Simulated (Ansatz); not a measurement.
A calculation with Ansatz (development build ahead of 0.2.0).

```yaml
crystal:
  periodic: [false, false, false]
  atoms:
    - { symbol: C, position_ang: [0.86422, 0.02083, 0.00662] }
    - { symbol: C, position_ang: [-0.41483, 0.73215, 0.00596] }
    - { symbol: C, position_ang: [-0.40496, -0.7344, 0.02261] }
    - { symbol: H, position_ang: [1.43102, 0.01151, 0.92877] }
    - { symbol: H, position_ang: [-0.7085, 1.24484, 0.92085] }
    - { symbol: H, position_ang: [-0.75361, -1.26917, 0.9381] }
    - { symbol: H, position_ang: [1.44508, 0.00418, -0.93952] }
    - { symbol: H, position_ang: [-0.74007, 1.25731, -0.95041] }
    - { symbol: H, position_ang: [-0.71835, -1.26725, -0.93297] }
basis:
  gaussian: { orbitals: cc-pVDZ }
hamiltonian:
  xc: hf
correlation:
  method: mp2
  frozen_orbitals: { C: 1, H: 0 }
```

The input is written out in the form of the current development build from the run's settings.

The run gave:

```
Converged                       : yes
Reference energy                : -117.05983 hartree
Correlation energy              : -0.42445 hartree
Total energy                    : -117.48428 hartree
Spin squared of the determinant : 0.000
```
